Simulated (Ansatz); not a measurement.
Geometry optimisation, Ansatz 0.2.0, RKS PBE-D4/def2-SVPD.

Input file:

```yaml
crystal:
  periodic: [false, false, false]
  atoms:
    - { symbol: C, position_ang: [-0.31805, 0.82153, -0.17939] }
    - { symbol: C, position_ang: [-0.07407, -0.62347, 0.13284] }
    - { symbol: S, position_ang: [1.24289, -1.04094, 1.28604] }
    - { symbol: S, position_ang: [1.26526, -1.47038, -0.72047] }
    - { symbol: H, position_ang: [0.62521, 1.35362, -0.28168] }
    - { symbol: H, position_ang: [-0.87659, 0.91084, -1.11023] }
    - { symbol: H, position_ang: [-0.898, 1.28112, 0.62006] }
    - { symbol: H, position_ang: [-0.96666, -1.23233, 0.25283] }
basis:
  gaussian: { orbitals: def2-SVPD }
hamiltonian:
  xc: pbe
  dispersion: d4
relax:
  f_tol: 0.015
  max_steps: 40
output:
  orbitals: {}
```

Launched with:

```bash
$ ansatz run input.yaml --threads 2 --pin off --max-ram 3072MiB --backend cpu --events-out ev --progress --plain --runs-dir out
```

Where does it end, and by what steps?

It converged. After 4 steps the energy has fallen by 0.074 eV; S3 moved furthest, 0.04 Å.

| step | energy less start (eV) | largest force component (eV/Å) | accepted |
| --- | --- | --- | --- |
| 0 | 0.0000 | 1.406 | yes |
| 1 | -0.0673 | 0.321 | yes |
| 2 | -0.0733 | 0.119 | yes |
| 3 | -0.0736 | 0.026 | yes |
| 4 | -0.0737 | 0.004 | yes |

```xyz
8
Properties=species:S:1:pos:R:3
C -0.317 0.829 -0.181
C -0.066 -0.624 0.133
S 1.246 -1.050 1.325
S 1.270 -1.494 -0.752
H 0.638 1.374 -0.287
H -0.892 0.921 -1.123
H -0.913 1.296 0.628
H -0.965 -1.253 0.257
```

Time of the run: 20 s on 2 threads of Arm Neoverse N1, on a shared host, peak memory 0.16 GiB.
